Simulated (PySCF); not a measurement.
**Unknown compound**

The spectra below were simulated for a compound C4H9F.

1H NMR (400 MHz, computed): δ 4.14 (m, 2H), 1.94 (m, 1H), 0.92 (d, 6H).

13C{1H} NMR (computed): δ 94.5 (CH2), 34.3 (CH), 20.3 (CH3).

[PySCF 2.14: PBE0-D3(BJ)/def2-TZVP geometry; σ from GIAO-B97-2/pcSseg-2; no solvent model; relativity neglected; one conformer; fast rotation and ring inversion assumed for equivalent nuclei]

δ = σ(ref) − σ, references computed at the same level: 1H (31.64 ppm) and 13C (185.38 ppm) vs TMS.

Problem. What is the structure?

Solution. 
- Rings plus π bonds: 0.
- 3 carbon signals for 4 carbons: some carbons are equivalent by symmetry or fast rotation.
- Carbon types of the structure: 1 × CH, 1 × CH2, 2 × CH3, which accounts for all hydrogens.
- δC 94.5: sp3 CH2 bonded to F; the inductive effect lowers its shielding.
- δC 34.3: sp3 CH; a saturated carbon with 3 carbon neighbours and no heteroatom attached.
- δC 20.3: methyl carbon; a saturated carbon with 1 carbon neighbour and no heteroatom attached.
- δH 4.14: hydrogen on an sp3 CH2 bonded to F; its carbon carries F, which withdraws density.
- δH 1.94: hydrogen on an sp3 CH.
- δH 0.92: hydrogen on a methyl carbon; far from electronegative atoms and π systems.

The compound is `CC(C)CF`.

This is the structure that produced the data.

Splittings by 19F in the carbon and heteronuclear signals aren't shown, as no couplings were computed. Shifts are as computed. Against solution values, carbons near 30 ppm lie about +3 ppm off and those near 130 ppm about +7 ppm. Of 1211 compounds with measured shifts, 218 miss one by over three times the rms of a fit or turn the order of signals round; such compounds aren't used in these exercises. Multiplicities follow the n + 1 count of equivalent neighbours, as no J values were calculated; m marks all less simple cases, F and P coupling included.
